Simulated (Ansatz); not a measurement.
Basis-set extrapolation for C$_{2}$H$_{2}$O$_{3}$ (`O=COC=O`) (PBE0-D4/def2-TZVP geometry, frozen core, Ansatz 0.2.0). Multiplicity 1, RHF reference.

|  | def2-TZVPP | def2-QZVPP |
| --- | --- | --- |
| HF | -301.613955 | -301.627427 |
| MP2 correlation | -0.995394 | -1.071136 |
| CCSD(T) correlation | -1.044118 | not run |

Energies in hartree. Use E(X) = E(∞) + A·exp(−7.88·√X) for Hartree–Fock and E(X) = E(∞) + B·X^(−2.97) for correlation, with X = 3 and 4, and add CCSD(T) minus MP2 of the smaller set to the MP2 limit.

Question: What is the CCSD(T) energy at the basis-set limit?

Answer: HF limit: -301.627427 + (-0.013472) × 0.13774 = -301.62928. MP2 limit: -1.071136 + (-0.075742) × 0.74074 = -1.12724. Higher-order term: -1.044118 − (-0.995394) = -0.04872. Total: -302.80524 hartree, 4.00 eV below CCSD(T)/def2-TZVPP.
